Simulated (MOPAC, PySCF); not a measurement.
Species: C6H5 (charge 0, doublet). SMILES: c1cc[c]cc1
Coordinates optimised at B3LYP-D3(BJ)/def2-TZVP (Ansatz):
```
C
H 1 1.0822
C 1 1.3912 2 119.67
H 3 1.0832 1 120.21 2 0.00
C 1 1.3912 2 119.67 3 -180.00
H 5 1.0832 1 120.21 2 0.00
C 3 1.3989 4 119.63 1 180.00
C 7 1.3703 3 116.52 4 -180.00
C 8 1.3703 7 125.98 3 0.00
H 9 1.0825 8 122.50 7 -180.00
H 7 1.0825 8 122.50 9 -180.00
```
Charge 0, spin multiplicity 2.

Unscaled harmonic wavenumbers (cm⁻¹) in rising order, each level at the stationary point that it reaches from this structure (no distance between atoms moves by over 0.3 Å); the order of modes can differ between levels, and a negative number is imaginary. B3LYP-D3(BJ)/def2-TZVP (PySCF, at the structure above): 402, 427, 603, 622, 673, 722, 815, 891, 954, 975, 995, 1022, 1053, 1075, 1178, 1179, 1306, 1328, 1469, 1476, 1575, 1631, 3162, 3168, 3180, 3182, 3193.

AM1 (MOPAC): 354, 393, 582, 635, 635, 764, 852, 901, 951, 971, 999, 1102, 1138, 1192, 1192, 1240, 1276, 1405, 1515, 1551, 1630, 1776, 3184, 3195, 3199, 3216, 3219. Zero-point energy 55.8 against 54.7 kcal/mol; where all levels lie over 400 cm⁻¹, the wavenumbers are on average 1.026 times those of B3LYP-D3(BJ)/def2-TZVP.

PM3 (MOPAC): 340, 377, 580, 603, 610, 731, 799, 874, 935, 949, 972, 1013, 1063, 1114, 1143, 1180, 1189, 1365, 1492, 1516, 1646, 1777, 3057, 3070, 3076, 3092, 3095. Zero-point energy 53.8 against 54.7 kcal/mol; where all levels lie over 400 cm⁻¹, the wavenumbers are on average 0.988 times those of B3LYP-D3(BJ)/def2-TZVP.

PM6 (MOPAC): 342, 386, 568, 572, 580, 772, 861, 881, 903, 956, 971, 1073, 1090, 1123, 1165, 1181, 1235, 1261, 1451, 1466, 1539, 1712, 2748, 2752, 2760, 2770, 2776. Zero-point energy 51.3 against 54.7 kcal/mol; where all levels lie over 400 cm⁻¹, the wavenumbers are on average 0.964 times those of B3LYP-D3(BJ)/def2-TZVP.

PM7 (MOPAC): 349, 391, 586, 590, 593, 791, 885, 907, 945, 1007, 1037, 1120, 1155, 1187, 1223, 1241, 1307, 1338, 1517, 1535, 1623, 1812, 2750, 2756, 2764, 2773, 2779. Zero-point energy 52.8 against 54.7 kcal/mol; where all levels lie over 400 cm⁻¹, the wavenumbers are on average 1.001 times those of B3LYP-D3(BJ)/def2-TZVP.
